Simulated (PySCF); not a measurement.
Compound: N2H4.
SMILES: `NN`

Level: PBE0/def2-SVPD in PySCF, non-relativistic, on one gas-phase PBE0-D3(BJ)/def2-SVP geometry that isn't relaxed in the solvent. The solvent is an IEF-PCM continuum (van der Waals radii × 1.2), and excitations are vertical TDDFT with non-equilibrium linear response and a frozen core. The model holds no explicit solvent molecules, cavitation or dispersion.

Gas-phase singlets (H = HOMO, L = LUMO):

```tsv
state	E (eV)	λ (nm)	f	leading configurations
S1	6.559	189	0.009	H→L 98%
S2	6.606	188	0.015	H-1→L 98%
S3	7.540	164	0.038	H→L+1 98%
S4	7.565	164	0.035	H-1→L+1 98%
S5	8.357	148	0.000	H→L+2 95%
```

Q: Give the list for tetrahydrofuran (ε = 7.426), n² = 1.97.

A: 
| state | E (eV) | λ (nm) | f | leading configurations | change by rank (eV) |
| --- | --- | --- | --- | --- | --- |
| S1 | 6.859 | 181 | 0.014 | H→L 98% | +0.300 |
| S2 | 6.884 | 180 | 0.018 | H-1→L 98% | +0.278 |
| S3 | 7.830 | 158 | 0.052 | H→L+1 98% | +0.290 |
| S4 | 7.849 | 158 | 0.044 | H-1→L+1 98% | +0.284 |
| S5 | 8.647 | 143 | 0.000 | H→L+2 95% | +0.290 |

Q: What are the lowest 5 singlets in dimethylsulfoxide (ε = 46.83)?

A: 
```csv
state,E (eV),λ (nm),f,leading configurations,change by rank (eV)
S1,6.924,179,0.016,H→L 98%,+0.365
S2,6.947,178,0.019,H-1→L 98%,+0.341
S3,7.896,157,0.055,H→L+1 98%,+0.356
S4,7.913,157,0.046,H-1→L+1 98%,+0.348
S5,8.722,142,0.000,H→L+2 95%,+0.365
```

Q: The ground-state energy changes by -0.285 eV from gas to dimethylsulfoxide. By how much does the total energy of gas-phase S1 change?

A: E(S1) = E(S0) + excitation energy, so it changes by -0.285 + 0.365 = +0.080 eV: it isn't lowered at all, while the ground state is. This is the vertical state, with the slow part of the continuum still set for S0.

Q: How do the frontier levels move from gas to dimethylsulfoxide?

A: 
```json
{"orbital": "LUMO+2", "gas (eV)": "2.79", "solvent (eV)": "3.12", "change (eV)": "+0.33"}
{"orbital": "LUMO+1", "gas (eV)": "1.80", "solvent (eV)": "2.13", "change (eV)": "+0.33"}
{"orbital": "LUMO", "gas (eV)": "0.94", "solvent (eV)": "1.28", "change (eV)": "+0.34"}
{"orbital": "HOMO", "gas (eV)": "-7.19", "solvent (eV)": "-7.26", "change (eV)": "-0.07"}
{"orbital": "HOMO-1", "gas (eV)": "-7.25", "solvent (eV)": "-7.31", "change (eV)": "-0.06"}
{"orbital": "HOMO-2", "gas (eV)": "-12.95", "solvent (eV)": "-12.86", "change (eV)": "+0.09"}
{"orbital": "HOMO-3", "gas (eV)": "-13.78", "solvent (eV)": "-13.69", "change (eV)": "+0.09"}
```

The HOMO–LUMO gap goes from 8.14 to 8.54 eV.

The values belong to the conformer `[NH2:1][NH2:2]`: H–N1–N2–H 150°, H–N1–N2–H -90°.
